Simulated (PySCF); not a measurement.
HCN: calculation against experiment

**Measured values to compare with.**

From NIST CCCBDB Release 22 (SRD 101), experimental dipoles, for the gas: dipole moment (microwave Stark effect, vibrational ground state) 2.98 D.

The results are set against them at the end.

HCN.
Numbering: `[CH:1]#[N:2]` (hydrogens: H3 on C1)

Structure used (PBE0-D3(BJ)/def2-SVP), in Å, numbered top down from 1:
```
atom  x, y, z in Å
C1    -0.0172   -0.0297   -0.0185
N2     1.1278    0.1020   -0.0715
H3    -1.0885   -0.1528    0.0305
```

The PySCF runs (gas phase, on this PBE0-D3(BJ)/def2-SVP geometry; no spin–orbit coupling):

```tsv
level	job	basis functions	wall time
PBE0-D3(BJ)/def2-SVP, grid level 1	geometry optimisation from a GFN2-xTB start shaken at random	33	2.9 s
```

Hardware: an Arm Neoverse N1 with one thread, on a shared host.

## Comparison

**Dipole moment.** Measured: 2.98 D (NIST CCCBDB Release 22 (SRD 101), experimental dipoles).

```csv
level,computed (D),computed − measured (D),% (from the printed values)
PBE0-D3(BJ)/def2-SVP,2.90,-0.08,-3
```

The computed dipoles belong to one fixed geometry; measured ones are averaged over vibrations unless marked μe. Magnitudes are compared, not signs.

The geometry is computed, not the measured one. Where a level misses, the cause wasn't examined.
